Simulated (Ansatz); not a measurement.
Results of PBEsol (Ansatz, a program for electronic structure, PAW) for naphthalene C10H8.

Task: Estimate the lattice energy and volume per molecule that the calculation returns.

Result: 
lattice energy: 18 kJ/mol
volume per molecule: 188.80 Å³

Note: the cell comes from a level without a dispersion term, which matters for the spacing of layers, chains or molecules; the volume lies 11 % above that of the published cell.

The computed numbers hold no vibrational or temperature effects.

Cost on a shared machine: very roughly 24 core-minutes.
